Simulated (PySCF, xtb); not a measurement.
N2, SMILES N#N.

GFN2-xTB in xtb at its own geometry gives an orbital gap of 4.13 eV and a dipole moment of 0.00 D.

Geometry: B3LYP-D3(BJ)/def2-TZVPD.

What does r2SCAN/def2-TZVPD in PySCF give? (An estimate is asked for; the answer gives what the named calculation found.)

gap 9.20 eV (levels -10.74 and -1.54 eV), dipole 0.00 D.
